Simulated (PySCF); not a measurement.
butadiene cation (C₄H₆), SMILES C=CC=C (connectivity only; charge and spin as stated), charge +1, multiplicity 2. Geometry optimised at PBE-D3(BJ)/def2-SVP. The spin state was assumed, not searched. Other conformers were not sampled.

Computed with PBE-D3(BJ)/def2-SVP run with PySCF.

Harmonic wavenumbers (cm⁻¹): 183, 285, 403, 468, 500, 876, 905, 963, 976, 1000, 1009, 1240, 1245, 1247, 1308, 1426, 1464, 1608, 3078, 3080, 3103, 3111, 3198, 3198. Rotational constants (GHz): 40.18, 4.365, 3.937; symmetry number 2.

Q: Work out the zero-point energy and the ideal-gas rigid-rotor harmonic-oscillator thermochemistry at 298.15 K and 1 atm.

A: ZPE = ½ Σ hcν = ½ × 35873 cm⁻¹ = 214.57 kJ/mol. H − E(el) = 230.10 kJ/mol. Entropy in J/(mol K): translation 158.52, rotation 93.22, vibration 29.29, spin 5.76, total 286.79. G − E(el) = 144.60 kJ/mol. Cp = 79.72 J/(mol K).
